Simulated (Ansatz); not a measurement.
All numbers were calculated with Ansatz.

A structure relaxed at PBE0-D4/def2-TZVP, charge 0, multiplicity 1:

```xyz
11

C     0.372    0.537    0.979
C     1.373    0.286    0.145
O     1.035   -0.380   -0.986
C    -0.403   -0.444   -1.003
C    -0.881   -0.067    0.406
H     0.454    1.031    1.934
H     2.425    0.520    0.237
H    -0.756    0.275   -1.750
H    -0.690   -1.447   -1.316
H    -1.723    0.629    0.371
H    -1.206   -0.940    0.984
```

Question: Give its formula and SMILES.

Answer: C4H6O, `C1=COCC1`.

Question: Summarise the bond lengths by kind.

Answer: 3 × C–C 1.327 to 1.535 Å; 6 × C–H 1.079 to 1.096 Å; 2 × C–O 1.356 to 1.439 Å.
